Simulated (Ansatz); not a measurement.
# What each rung costs, and what it gives

The pair of OH⁻ (SMILES [OH-], atoms 1–2) and CH5N (SMILES CN, atoms 3–9), both closed shells, in one local arrangement (a lower one may exist), relaxed at PBE0-D4/def2-TZVPD:

| atom | x (Å) | y (Å) | z (Å) |
| --- | --- | --- | --- |
| O1 | 0.0067 | 0.1753 | -2.2536 |
| H2 | -0.5800 | -0.3792 | -2.7761 |
| C3 | 0.4190 | -0.2404 | 1.0709 |
| N4 | -0.7223 | 0.2394 | 0.3275 |
| H5 | 1.3690 | 0.2906 | 0.8715 |
| H6 | 0.5985 | -1.2897 | 0.8120 |
| H7 | 0.2486 | -0.2051 | 2.1585 |
| H8 | -0.4937 | 0.1803 | -0.7276 |
| H9 | -0.8458 | 1.2288 | 0.5172 |

Interaction energies are counterpoise-corrected; the time is that of the whole pair.

Program: Ansatz 0.2.0. Basis: as named in each row. Cores are frozen in the correlated methods. B3LYP uses VWN-RPA correlation. Extrapolation: Hartree–Fock as exp(−7.88 √X), correlation as X^−2.97.

Times are rough, for one single point on 4 threads of a shared host (Arm Neoverse N1).

The estimate by CCSD(T) at an estimated basis limit (MP2 extrapolated from triple and quadruple zeta, plus CCSD(T) − MP2 in triple zeta) is -19.24 kcal/mol.

| method | basis | time (s) | interaction energy (kcal/mol) | method less estimate |
| --- | --- | --- | --- | --- |
| HF | STO-3G | under 1 | -23.32 | -4.08 |
| PBE-D4 | STO-3G | under 1 | -31.14 | -11.90 |
| B3LYP-D4 | 6-31G | under 1 | -27.84 | -8.60 |
| SPW92 | def2-SVP | under 1 | -28.68 | -9.45 |
| PBE0-D4 | def2-SVP | under 1 | -24.36 | -5.13 |
| PBE-D4 | def2-SVP | under 1 | -23.68 | -4.44 |
| CCSD(T) | def2-SVP | 2 | -18.61 | 0.63 |
| PBE-D4 | def2-TZVPPD | 2 | -20.63 | -1.39 |
| revPBE-D4 | def2-TZVPPD | 2 | -19.97 | -0.74 |
| BLYP-D4 | def2-TZVPPD | 2 | -19.21 | 0.02 |
| PBE0-D4 | def2-TZVPPD | 3 | -20.95 | -1.71 |
| wB97M-V | def2-SVP | 3 | -22.32 | -3.09 |
| B3LYP-D4 | def2-TZVPPD | 3 | -19.91 | -0.67 |
| HSE06-D4 | def2-TZVPPD | 3 | -20.96 | -1.72 |
| r2SCAN-D4 | def2-TZVPPD | 4 | -20.88 | -1.64 |
| B2PLYP | def2-TZVPPD | 5 | -18.12 | 1.11 |
| wB97X-V | def2-TZVPPD | 7 | -19.31 | -0.07 |
| B97M-V | def2-TZVPPD | 8 | -19.00 | 0.23 |
| wB97M-V | def2-TZVPPD | 8 | -19.41 | -0.18 |
| MP2 | def2-QZVPPD | 18 | -18.67 | 0.57 |
| CCSD(T) | def2-TZVPPD | 82 | -18.22 | 1.02 |

No T1 diagnostic of these runs exceeds 0.026.
